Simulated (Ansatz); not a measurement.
Cost against result

Saddle point of Si2NH9, singlet (Si₂H₆ ([SiH3][SiH3]) + NH₃ → SiNH₅ ([NH2][SiH3]) + SiH₄; bonds formed: Si1–N7, Si2–H6; bonds broken: Si1–Si2, H6–N7), PBE0-D4/def2-TZVP structure:

```tsv
atom	x (Å)	y (Å)	z (Å)
Si1	-1.2271	0.5057	-0.2779
Si2	0.8658	-1.4379	0.7459
H3	-2.1022	1.5588	-0.8945
H4	-1.5256	0.5003	1.1640
H5	-1.4407	-0.7224	-1.0642
H6	0.9694	0.5522	-0.1899
N7	0.3894	1.3651	-0.6550
H8	1.8375	-1.4277	1.8973
H9	-0.3174	-2.1759	1.3181
H10	1.4587	-2.4526	-0.1970
H11	0.5874	1.4657	-1.6489
H12	0.5051	2.2685	-0.1979
```

Barriers are electronic and count from the start structure reached by relaxing down the imaginary mode.

Ansatz 0.2.0; basis: as named in each row; cores frozen in the correlated methods. B3LYP uses VWN-RPA correlation. Extrapolation: Hartree–Fock as exp(−7.88 √X), correlation as X^−2.97.

Times are rough, for one single point on 4 threads of a shared host (Arm Neoverse V1).

The estimate by CCSD(T) at an estimated basis limit (MP2 extrapolated from triple and quadruple zeta, plus CCSD(T) − MP2 in triple zeta) is 43.96 kcal/mol.

| method | basis | time (s) | barrier (kcal/mol) | method less estimate |
| --- | --- | --- | --- | --- |
| HF | STO-3G | under 1 | 91.87 | 47.91 |
| PBE-D4 | STO-3G | under 1 | 57.41 | 13.45 |
| SPW92 | def2-SVP | under 1 | 30.47 | -13.49 |
| B3LYP-D4 | 6-31G | under 1 | 39.05 | -4.91 |
| PBE-D4 | def2-SVP | under 1 | 37.00 | -6.96 |
| PBE0-D4 | def2-SVP | under 1 | 40.48 | -3.48 |
| SPW92 | def2-TZVPP | 1 | 31.01 | -12.95 |
| PBE-D4 | def2-TZVPP | 2 | 36.82 | -7.14 |
| BLYP-D4 | def2-TZVPP | 2 | 39.42 | -4.54 |
| CCSD(T) | def2-SVP | 2 | 48.04 | 4.09 |
| BHLYP-D4 | def2-TZVPP | 2 | 45.45 | 1.49 |
| B3LYP-D4 | def2-TZVPP | 2 | 41.82 | -2.14 |
| PBE0-D4 | def2-TZVPP | 3 | 39.83 | -4.13 |
| CAM-B3LYP-D4 | def2-TZVPP | 3 | 43.43 | -0.53 |
| wB97M-V | def2-SVP | 3 | 42.02 | -1.93 |
| r2SCAN-D4 | def2-TZVPP | 3 | 40.30 | -3.66 |
| r2SCAN0-D4 | def2-TZVPP | 4 | 41.85 | -2.11 |
| RPA on PBE | def2-TZVPP | 5 | 44.48 | 0.52 |
| B2PLYP | def2-TZVPP | 6 | 43.53 | -0.43 |
| PBE-QIDH | def2-TZVPP | 6 | 42.72 | -1.24 |
| B97M-V | def2-TZVPP | 7 | 43.18 | -0.78 |
| wB97X-V | def2-TZVPP | 7 | 44.91 | 0.95 |
| wB97M-V | def2-TZVPP | 8 | 42.20 | -1.75 |
| MP2 | def2-QZVPP | 29 | 43.48 | -0.47 |
| CCSD(T) | def2-TZVPP | 74 | 44.16 | 0.20 |

All methods are single points on the PBE0-D4 structures.

T1 diagnostic: at most 0.013.

Labels in which every atom is bracketed show which atoms are joined, not bond orders.
